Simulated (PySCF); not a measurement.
PBE beside CCSD(T) along the second period: bonds to F

PBE and CCSD(T) in PySCF with def2-SVPD on every atom, for the lowest determinant that a PBE0 search found; no spin–orbit coupling.

```tsv
molecule	state (unpaired electrons)	PBE Re (Å)	PBE ωe (cm⁻¹)	PBE De (eV)	CCSD(T) Re (Å)	CCSD(T) ωe (cm⁻¹)	CCSD(T) De (eV)
LiF	singlet (closed shell)	1.589	878	6.16	1.595	886	5.88
BF	singlet (closed shell)	1.282	1321	8.03	?	?	?
CF	doublet (π ↑)	1.289	1259	6.31	1.287	1283	5.37
OF	doublet (π ↑)	1.356	1080	3.05	1.366	1021	1.79
F2	singlet (closed shell)	1.416	971	2.19	1.442	819	1.25
```

Task: Estimate the CCSD(T) values of BF by adding the mean shift from PBE to CCSD(T) of the other rows, and compare with the calculation.

Result: The mean shifts are +1.0 pm, -45 cm⁻¹ and -0.85 eV, which give 1.292 Å, 1276 cm⁻¹ and 7.17 eV. CCSD(T)/def2-SVPD gives Re = 1.286 Å, ωe = 1330 cm⁻¹, De = 7.47 eV.

Task: What are the mean differences of PBE from CCSD(T) over the whole series?

Result: Re -0.9 pm, ωe +34 cm⁻¹, De +0.80 eV.

In a basis of this size CCSD(T) is itself not converged; it tends to give bonds that are too long and too weak.

Correlated steps freeze the inner cores (1 to 2 orbitals); shallow outer-core shells are correlated. Correlated levels converge slowly with the basis: in double zeta they bind strong bonds too weakly, by up to about 1 eV, and carry superposition errors of some tenths. Where the molecule has an RHF reference, its open-shell atoms are computed with UHF. States were picked by a PBE0 search and need not be the measured ground states.
